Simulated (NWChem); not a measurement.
Everything below was run with NWChem. System: diphosphorus (P2), charge 0, spin multiplicity 1, at a geometry optimised with PBE0/def2-SVP. Level: constrained B3LYP/def2-SVP, VWN1-RPA local correlation.

Input file:

```
start mol
memory heap 200 mb stack 900 mb global 1100 mb
geometry units angstroms nocenter noautoz noautosym
  P      0.000000     0.000000     0.945544
  P      0.000000     0.000000    -0.945544
end
basis spherical
  * library def2-svp
end
dft
  xc b3lyp
  semidirect memsize 60000000 filesize 0
  iterations 100
  convergence nolevelshifting
  cdft 1 1 charge 0.6 pop becke
end
task dft energy
```

Part of the output:

```
             Northwest Computational Chemistry Package (NWChem) 7.3.0
             --------------------------------------------------------

                                NWChem Input Module
                                -------------------

 Scaling coordinates for geometry "geometry" by  1.889725989
 (inverse scale =  0.529177249)

                             Geometry "geometry" -> ""
                             -------------------------

 Output coordinates in angstroms (scale by  1.889725989 to convert to a.u.)

  No.       Tag          Charge          X              Y              Z
 ---- ---------------- ---------- -------------- -------------- --------------
    1 P                   15.0000     0.00000000     0.00000000     0.94554400
    2 P                   15.0000     0.00000000     0.00000000    -0.94554400

 Effective nuclear repulsion energy (a.u.)      62.9610473045

            Nuclear Dipole moment (a.u.)
            ----------------------------
        X                 Y               Z
 ---------------- ---------------- ----------------
     0.0000000000     0.0000000000     0.0000000000


 Summary of "ao basis" -> "" (spherical)
 ------------------------------------------------------------------------------
       Tag                 Description            Shells   Functions and Types
 ---------------- ------------------------------  ------  ---------------------
 *                          def2-svp                  on all atoms

                                 NWChem DFT Module
                                 -----------------

 Summary of "ao basis" -> "ao basis" (spherical)
 ------------------------------------------------------------------------------
       Tag                 Description            Shells   Functions and Types
 ---------------- ------------------------------  ------  ---------------------
 P                          def2-svp                 8       18   4s3p1d

 Summary of "ao basis" -> "ao basis" (spherical)
 ------------------------------------------------------------------------------
       Tag                 Description            Shells   Functions and Types
 ---------------- ------------------------------  ------  ---------------------
 P                          def2-svp                 8       18   4s3p1d

            General Information
            -------------------
          SCF calculation type: DFT
          Wavefunction type:  closed shell.
          No. of atoms     :     2
          No. of electrons :    30
           Alpha electrons :    15
            Beta electrons :    15
          Charge           :     0
          Spin multiplicity:     1
          Use of symmetry is: off; symmetry adaption is: off
          Maximum number of iterations: 100
          AO basis - number of functions:    36
                     number of shells:    16
          Convergence on energy requested:  1.00D-06
          Convergence on density requested:  1.00D-05
          Convergence on gradient requested:  5.00D-04

              XC Information
              --------------
                         B3LYP Method XC Potential
                     Hartree-Fock (Exact) Exchange  0.200
                        Slater Exchange Functional  0.800 local
                    Becke 1988 Exchange Functional  0.720 non-local
              Lee-Yang-Parr Correlation Functional  0.810
                  VWN I RPA Correlation Functional  0.190 local

             Grid Information
             ----------------
[...]
  CDFT final multipliers
      1       -0.0000171098

         Total DFT energy =     -682.437595699983
      One electron energy =    -1068.760225404858
           Coulomb energy =      369.819138067092
    Exchange-Corr. energy =      -46.457555666696
 Nuclear repulsion energy =       62.961047304479

 Numeric. integr. density =       30.000000162517

     Total iterative time =      1.0s

                       DFT Final Molecular Orbital Analysis
                       ------------------------------------

 Vector   13  Occ=2.000000D+00  E=-1.753259D-01
              MO Center=  1.3D-08,  1.3D-08, -5.0D-02, r^2= 3.1D+00
   Bfn.  Coefficient  Atom+Function         Bfn.  Coefficient  Atom+Function
  ----- ------------  ---------------      ----- ------------  ---------------
    31     -0.376041  2 P  pz                10      0.356794  1 P  pz
    28     -0.351887  2 P  pz                13      0.299312  1 P  pz
    22      0.283881  2 P  s                  4      0.214282  1 P  s
     3      0.206235  1 P  s                 25      0.194852  2 P  pz
     7     -0.191937  1 P  pz                 2      0.119910  1 P  s

 Vector   14  Occ=2.000000D+00  E=-1.689295D-01
              MO Center= -1.3D-08, -1.3D-08, -3.0D-01, r^2= 2.2D+00
   Bfn.  Coefficient  Atom+Function         Bfn.  Coefficient  Atom+Function
  ----- ------------  ---------------      ----- ------------  ---------------
    29      0.359607  2 P  px                30      0.359567  2 P  py
    26      0.236782  2 P  px                27      0.236755  2 P  py
     8      0.190065  1 P  px                 9      0.190044  1 P  py
    11      0.186018  1 P  px                12      0.185997  1 P  py
    23     -0.137658  2 P  px                24     -0.137642  2 P  py

 Vector   15  Occ=2.000000D+00  E=-1.689295D-01
              MO Center=  4.7D-11, -2.7D-11, -3.0D-01, r^2= 2.2D+00
   Bfn.  Coefficient  Atom+Function         Bfn.  Coefficient  Atom+Function
  ----- ------------  ---------------      ----- ------------  ---------------
    29      0.359567  2 P  px                30     -0.359607  2 P  py
    26      0.236755  2 P  px                27     -0.236782  2 P  py
     8      0.190044  1 P  px                 9     -0.190065  1 P  py
    11      0.185997  1 P  px                12     -0.186018  1 P  py
    23     -0.137642  2 P  px                24      0.137658  2 P  py

 Vector   16  Occ=0.000000D+00  E= 3.153011D-02
              MO Center= -2.1D-09, -2.1D-09,  2.9D-01, r^2= 3.0D+00
   Bfn.  Coefficient  Atom+Function         Bfn.  Coefficient  Atom+Function
  ----- ------------  ---------------      ----- ------------  ---------------
    11      0.453486  1 P  px                12      0.453539  1 P  py
    29     -0.401409  2 P  px                30     -0.401456  2 P  py
     8      0.284819  1 P  px                 9      0.284852  1 P  py
    26     -0.169986  2 P  px                27     -0.170006  2 P  py
     5     -0.151172  1 P  px                 6     -0.151190  1 P  py

 Vector   17  Occ=0.000000D+00  E= 3.153011D-02
              MO Center= -2.0D-10,  2.3D-10,  2.9D-01, r^2= 3.0D+00
   Bfn.  Coefficient  Atom+Function         Bfn.  Coefficient  Atom+Function
  ----- ------------  ---------------      ----- ------------  ---------------
    11      0.453539  1 P  px                12     -0.453486  1 P  py
    29     -0.401456  2 P  px                30      0.401409  2 P  py
     8      0.284852  1 P  px                 9     -0.284819  1 P  py
    26     -0.170006  2 P  px                27      0.169986  2 P  py
     5     -0.151190  1 P  px                 6      0.151172  1 P  py

 Vector   18  Occ=0.000000D+00  E= 2.200598D-01
              MO Center= -2.3D-10, -1.1D-10, -8.8D-02, r^2= 3.7D+00
   Bfn.  Coefficient  Atom+Function         Bfn.  Coefficient  Atom+Function
  ----- ------------  ---------------      ----- ------------  ---------------
    31      1.403921  2 P  pz                13      1.289677  1 P  pz
    22      1.156971  2 P  s                  4     -1.019715  1 P  s
     3     -0.474837  1 P  s                 21      0.295112  2 P  s
    10      0.286057  1 P  pz                 2     -0.211216  1 P  s
    20      0.176681  2 P  s                 34     -0.164547  2 P  d  0

     ---------------------------------------------
      Total Density - Mulliken Population Analysis
     ---------------------------------------------

    Atom       Charge   Shell Charges
 -----------   ------   -------------------------------------------------------
    1 P   15    14.14   2.00  1.99  1.40  0.43  5.92  1.19  1.14  0.07
    2 P   15    15.86   2.00  1.99  1.23  0.74  5.92  1.56  2.35  0.07

     -------------------------------------------
      Total Density - Lowdin Population Analysis
     -------------------------------------------

    Atom       Charge   Shell Charges
 -----------   ------   -------------------------------------------------------
    1 P   15    14.32   2.00  1.96  1.07  0.67  5.79  1.26  1.46  0.11
    2 P   15    15.68   2.00  1.96  0.99  0.78  5.81  1.67  2.38  0.09

 center of mass
 --------------
 x =   0.00000000 y =   0.00000000 z =   0.00000000

 moments of inertia (a.u.)
 ------------------
         197.781234074097           0.000000000000           0.000000000000
           0.000000000000         197.781234074097           0.000000000000
           0.000000000000           0.000000000000           0.000000000000

     Multipole analysis of the density
     ---------------------------------

     L   x y z        total         alpha         beta         nuclear
     -   - - -        -----         -----         ----         -------
     0   0 0 0     -0.000000    -15.000000    -15.000000     30.000000

     1   1 0 0     -0.000000     -0.000000     -0.000000      0.000000
     1   0 1 0     -0.000000     -0.000000     -0.000000      0.000000
     1   0 0 1      2.585947      1.292973      1.292973      0.000000

     2   2 0 0    -19.027327     -9.513664     -9.513664      0.000000
     2   1 1 0     -0.000000     -0.000000     -0.000000      0.000000
     2   1 0 1     -0.000000     -0.000000     -0.000000      0.000000
     2   0 2 0    -19.027327     -9.513664     -9.513664      0.000000
     2   0 1 1     -0.000000     -0.000000     -0.000000      0.000000
     2   0 0 2    -19.417786    -57.599729    -57.599729     95.781672

 Task  times  cpu:        1.1s     wall:        1.1s

 Total times  cpu:        1.1s     wall:        1.1s
```
